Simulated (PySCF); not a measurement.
# Basis-set dependence of population analyses: C2H6

C₂H₆.
Bonds: C1–C2. Hydrogens: H3, H4, H5 on C1; H6, H7, H8 on C2.

PBE0 throughout (PySCF), one geometry, spherical d and f functions. Geometry: PBE0-D3(BJ)/def2-SVP; no solvent, vibrations or thermal averaging. Atoms taken as equivalent share a column and are averaged.

Mulliken charges (e):

| basis | functions | C1/C2 | H3 (×6) |
| --- | --- | --- | --- |
| STO-3G | 16 | -0.230 | +0.077 |
| 6-31G | 30 | -0.493 | +0.164 |
| 6-31G* | 40 | -0.520 | +0.173 |
| def2-SVP | 58 | -0.136 | +0.045 |
| 6-311+G(2d,p) | 90 | -0.404 | +0.135 |
| def2-TZVP | 98 | -0.350 | +0.117 |

IAO charges (e):

| basis | functions | C1/C2 | H3 (×6) |
| --- | --- | --- | --- |
| STO-3G | 16 | -0.397 | +0.132 |
| 6-31G | 30 | -0.427 | +0.142 |
| 6-31G* | 40 | -0.407 | +0.136 |
| def2-SVP | 58 | -0.395 | +0.132 |
| 6-311+G(2d,p) | 90 | -0.419 | +0.140 |
| def2-TZVP | 98 | -0.419 | +0.140 |

Hirshfeld charges (e):

```json
{"basis": "STO-3G", "functions": "16", "C1/C2": "-0.039", "H3 (×6)": "+0.013"}
{"basis": "6-31G", "functions": "30", "C1/C2": "-0.098", "H3 (×6)": "+0.033"}
{"basis": "6-31G*", "functions": "40", "C1/C2": "-0.100", "H3 (×6)": "+0.033"}
{"basis": "def2-SVP", "functions": "58", "C1/C2": "-0.111", "H3 (×6)": "+0.037"}
{"basis": "6-311+G(2d,p)", "functions": "90", "C1/C2": "-0.115", "H3 (×6)": "+0.038"}
{"basis": "def2-TZVP", "functions": "98", "C1/C2": "-0.118", "H3 (×6)": "+0.039"}
```

ESP-fitted charges (e):

```tsv
basis	functions	C1/C2	H3 (×6)
STO-3G	16	-0.142	+0.047
6-31G	30	-0.101	+0.034
6-31G*	40	-0.088	+0.029
def2-SVP	58	-0.048	+0.016
6-311+G(2d,p)	90	-0.062	+0.021
def2-TZVP	98	-0.049	+0.016
```

Task: Which scheme is steadiest as the basis changes?

Result: Largest range over the bases for any column: IAO 0.03 e, Hirshfeld 0.08 e, ESP-fitted 0.09 e, Mulliken 0.38 e. IAO charges move least and Mulliken charges most, counted in e. Without the minimal STO-3G basis the ranges are IAO 0.03, Hirshfeld 0.02, ESP-fitted 0.05, Mulliken 0.38 e.

Task: How much do the charges still move between the two largest bases, 6-311+G(2d,p) and def2-TZVP?

Result: At most, over all atoms: Mulliken 0.054 e, IAO 0.000 e, Hirshfeld 0.003 e, ESP-fitted 0.014 e.

Task: What do the same runs give for the total energy and the frontier levels?

Result: 
| basis | energy (Eh) | HOMO (eV) | LUMO (eV) |
| --- | --- | --- | --- |
| STO-3G | -78.7886 | -8.56 | 11.33 |
| 6-31G | -79.7025 | -9.42 | 3.19 |
| 6-31G* | -79.7187 | -9.43 | 3.21 |
| def2-SVP | -79.6641 | -9.48 | 2.10 |
| 6-311+G(2d,p) | -79.7447 | -9.53 | 0.54 |
| def2-TZVP | -79.7500 | -9.52 | 1.41 |
